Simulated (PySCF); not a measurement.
BCl₃. Atoms are numbered in the order given.

```xyz
4

B      0.0000     0.0000     0.0000
Cl     1.7490     0.0000     0.0000
Cl    -0.8745    -1.5147     0.0000
Cl    -0.8745     1.5147     0.0000
```
Charge 0, spin multiplicity 1.

Geometry: TPSSh-D3(BJ)/def2-SVP. The isomer is the one that the SMILES or the coordinates give; other isomers of the formula were not compared.

Method: PySCF with TDDFT-PBE/def2-SVPD.

Vertical excitations; the highest root listed may be one member of a degenerate set. Gas-phase values at a fixed geometry. State labels are in the subgroup C2v.

Computed excitation energies, oscillator strengths and character:
| state | symmetry | energy (eV) | λ (nm) | f | main pairs |
|---|---|---|---|---|---|
| S1 | A2 | 5.04 | 246 | 0.000 | HOMO→LUMO 100 % |
| S2 | B2 | 5.95 | 208 | 0.000 | HOMO−3→LUMO (degenerate set) |
| S3 | A2 | 5.95 | 208 | 0.000 | HOMO−4→LUMO (degenerate set) |
| S4 | B1 | 6.47 | 192 | 0.130 | HOMO−1→LUMO (degenerate set) |
| S5 | A1 | 6.47 | 192 | 0.130 | HOMO−2→LUMO (degenerate set) |
| S6 | B1 | 7.15 | 173 | 0.000 | HOMO→LUMO+1 99 % |
| S7 | A2 | 7.94 | 156 | 0.000 | HOMO−1→LUMO+1 (degenerate set) |
| S8 | B2 | 7.94 | 156 | 0.000 | HOMO−2→LUMO+1 (degenerate set) |
| S9 | A1 | 8.10 | 153 | 0.093 | HOMO−3→LUMO+1 (degenerate set) |
| S10 | B1 | 8.10 | 153 | 0.093 | HOMO−4→LUMO+1 (degenerate set) |
| T1 | A2 | 4.87 | 255 | 0 | HOMO→LUMO 100 % |
| T2 | B1 | 5.51 | 225 | 0 | HOMO−1→LUMO (degenerate set) |
| T3 | A1 | 5.51 | 225 | 0 | HOMO−2→LUMO (degenerate set) |
| T4 | B2 | 5.76 | 215 | 0 | HOMO−3→LUMO 100 % |
Triplets are in the Tamm–Dancoff approximation, which puts them higher than full response would, so one can lie above its singlet here.
